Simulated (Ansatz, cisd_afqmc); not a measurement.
Species: O₂, charge 0, triplet. O2 (SMILES O=O, triplet).
B3LYP-D3(BJ)/def2-TZVP minimum from Ansatz (a first-principles code):
```xyz
2

O      0.0000     0.0000    -0.6021
O      0.0000     0.0000     0.6021
```
Charge 0, spin multiplicity 3.

Total energies in cc-pVTZ, 12 correlated electrons, 2 frozen orbitals. Radicals and triplets start from unrestricted determinants; spin-orbit coupling is neglected. Correlated methods leave the cores frozen. No relativity. The Monte Carlo rows (phaseless AFQMC, CISD trial, step 0.005/hartree) carry one-sigma bars that omit the constraint's bias. Outlying blocks are dropped, and bars are widened where a walk drifts. Over all cases where full CI ran beside it in this data, AFQMC minus full CI had a median of +0.1 mEh and passed +0.4 mEh in a tenth of the cases. The UHF reference of O2 (O=O, triplet) is spin-contaminated (<S^2> up to 0.05 over the pure value in the sets run).

| method | program | energy (Eh) | minus CCSDT(Q) (mEh) |
|---|---|---|---|
| HF | Ansatz | -149.67572 | 455.01 |
| MP2 | Ansatz | -150.10964 | 21.08 |
| CCSD | Ansatz | -150.11124 | 19.48 |
| CCSD(T) | Ansatz | -150.12895 | 1.78 |
| CCSDT(Q) | Ansatz | -150.13073 | 0.00 |
| AFQMC/CISD | cisd_afqmc | -150.1289 ± 0.0004 | 1.8 ± 0.4 |

Rough core times of Ansatz's runs on a shared machine: CCSD(T) under 20 s, CCSDT(Q) 70 s.
